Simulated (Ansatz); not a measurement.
`CP(C)(C)=S`. Total charge 0; spin multiplicity 1.

```xyz
14

C    -0.4575    1.0125   -1.2323
P    -0.3896   -0.4200   -0.1250
C     1.3380   -0.9607   -0.1996
C    -0.5647    0.2886    1.5332
S    -1.6776   -1.8083   -0.5384
H    -0.2804    0.6723   -2.2533
H     0.2851    1.7660   -0.9597
H    -1.4576    1.4448   -1.1818
H     1.5436   -1.3327   -1.2040
H     1.4774   -1.7802    0.5065
H     2.0244   -0.1454    0.0402
H     0.1816    1.0644    1.7190
H    -0.4562   -0.5110    2.2670
H    -1.5663    0.7097    1.6282
```

Task: What are the harmonic wavenumbers in cm⁻¹ at PBE0-D4/def2-TZVP (Ansatz, finite differences of forces, unscaled)? (Estimate.)

Result: The calculation gave: 169, 203, 203, 218, 218, 272, 276, 276, 589, 737, 737, 738, 779, 856, 856, 952, 952, 979, 1306, 1307, 1324, 1431, 1443, 1443, 1449, 1449, 1466, 3056, 3056, 3059, 3150, 3150, 3154, 3162, 3163, 3163.

Task: Is this a minimum?

Result: Yes, all 36 modes are real.

Task: Give the ideal-gas thermochemistry at 298.15 K and 1 bar (rigid rotor, harmonic oscillator; point group C3v, symmetry number 3).

Result: Zero-point energy 303.5 kJ/mol; H(298) − E = 326.6 kJ/mol; entropy 345.6 J/(mol·K), of which translation 167.3, rotation 104.6, vibration 73.7; G(298) − E = 223.6 kJ/mol.

Task: And at 400, 500, 600, 800 and 1000 K?

Result: 
| T (K) | H − E (kJ/mol) | S (J/mol/K) | G − E (kJ/mol) |
| --- | --- | --- | --- |
| 400 | 340.7 | 385.9 | 186.3 |
| 500 | 357.0 | 422.2 | 145.9 |
| 600 | 375.3 | 455.6 | 102.0 |
| 800 | 417.0 | 515.3 | 4.7 |
| 1000 | 463.7 | 567.4 | -103.7 |

Task: Rotational constants (cm⁻¹)?

Result: 0.1206, 0.07856, 0.07856.
